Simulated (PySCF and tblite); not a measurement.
1,3-Butadiene, 2-methyl-, C₅H₈, numbered as in [CH2:1]=[CH:2][C:3](=[CH2:4])[CH3:5].

Geometries PBE0-D3(BJ)/def2-SVP; weights from PBE0-D3(BJ)/pcSseg-1 energies and GFN2-xTB thermal corrections, with symmetry numbers and mirror pairs. Conformers within 3 kcal/mol (GFN2-xTB free energy) were kept, 4 at most. GIAO shieldings: PBE0/pcSseg-1. Shifts are against TMS (¹H), TMS (¹³C) at the same level. Programs: PySCF with density fitting and tblite.

Torsions listed: C1–C2–C3–C5. Of a mirror pair one member is shown.

```
conformer  shape  weight %  dipole D
        1     0°      98.0      0.29
        2   145°       2.0      0.41
```

How does the computed dipole moment compare with the measured one in the gas phase?

Computed: 0.29 D in the leading conformer, 0.29 D as root mean square over the ensemble. Measured: 0.252 D (NIST CCCBDB Release 22 (SRD 101), experimental dipoles), which may belong to one conformer.
